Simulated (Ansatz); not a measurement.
Solid bromine: PBE at its full settings (plane-wave cutoff 520 eV, 10×10×4 k mesh (along the axes of the cell as run), Fermi–Dirac smearing 0.01 eV, scalar-relativistic PAW data made under PBE) and at cheaper ones, in a cell of 4 atoms with Γ-centred meshes.

```
level and setting            equilibrium volume per atom (Å³/atom)  bulk modulus (GPa)
---------------------------  -------------------------------------  ------------------
PBE (Ansatz)                                                 40.63                 1.2
PBE (2×2×2 k mesh) (Ansatz)                                  45.60                 0.9
PBE (4×4×4 k mesh) (Ansatz)                                  40.53                 1.2
PBE (6×6×6 k mesh) (Ansatz)                                  40.55                 1.2
```

Largest shifts from the full settings: equilibrium volume per atom +12.2 % (PBE (2×2×2 k mesh)); bulk modulus -25 % (PBE (2×2×2 k mesh)).

Caveats: the cell comes from a level without a dispersion term, which matters for the spacing of layers, chains or molecules (PBE, PBE (2×2×2 k mesh), PBE (4×4×4 k mesh), PBE (6×6×6 k mesh)). Ansatz's density-functional and Hartree–Fock values are scalar-relativistic unless marked +SOC, with PAW data made under PBE.

Run with cheap settings on purpose, which may leave them unconverged: PBE (2×2×2 k mesh), PBE (4×4×4 k mesh), PBE (6×6×6 k mesh).

Ansatz is a quantum-chemistry and plane-wave program.
